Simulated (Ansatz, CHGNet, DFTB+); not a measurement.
## How well does each level of theory give the lattice parameter c of hcp Co?

Reference value: 4.07 Å (measured, 293 K, no zero-point or thermal correction; as tabulated in Wikipedia's data pages).

### Question
What do GFN1-xTB as cut by DFTB+, CHGNet-r²SCAN, LDA, PBE, PBE-D4, r²SCAN, B3LYP (VWN-RPA form) give, and how far is each from the reference?

### Answer

```json
[
 {"level (code)": "GFN1-xTB as cut by DFTB+", "value (Å)": "3.997", "difference (%)": "-1.79"},
 {"level (code)": "CHGNet-r²SCAN", "value (Å)": "4.023", "difference (%)": "-1.15"},
 {"level (code)": "LDA (Ansatz)", "value (Å)": "3.919", "difference (%)": "-3.71"},
 {"level (code)": "PBE (Ansatz)", "value (Å)": "4.032", "difference (%)": "-0.93"},
 {"level (code)": "PBE-D4 (Ansatz)", "value (Å)": "3.996", "difference (%)": "-1.82"},
 {"level (code)": "r²SCAN (Ansatz)", "value (Å)": "4.019", "difference (%)": "-1.25"},
 {"level (code)": "B3LYP (VWN-RPA form) (Ansatz)", "value (Å)": "4.084", "difference (%)": "+0.34"}
]
```

Leaving aside GFN1-xTB as cut by DFTB+ (doubt noted below): The reference is not for a static lattice or low temperature, so close values are not ranked against it. Off by more than 1.75 %, or 2.45 % on the side where a correction would as a rule narrow the miss (bounds picked here): LDA (-3.71 %).

The measured value isn't corrected to a static lattice, so vibrations enter the comparison. Spin-polarised runs: LDA (parallel moments), PBE (parallel moments), PBE-D4 (parallel moments), r²SCAN (parallel moments), B3LYP (VWN-RPA form) (parallel moments). GFN1-xTB as cut by DFTB+: the method was fitted mainly to molecules. GFN1-xTB as cut by DFTB+: this magnet was run without spin. GFN1-xTB as cut by DFTB+: codes differ in how they cut the long-range tail of xTB's charge interaction in a crystal, so the value belongs to this code. Cutoffs and k meshes differ between the levels. Ansatz's density-functional and Hartree–Fock values are scalar-relativistic unless marked +SOC, with PAW data made under PBE.

Machine-learned potentials (CHGNet-r²SCAN) are trained on DFT data: a solid inside that data is no test of them.

Differences are worked out from the printed values.

Ansatz is a quantum-chemistry and plane-wave program.
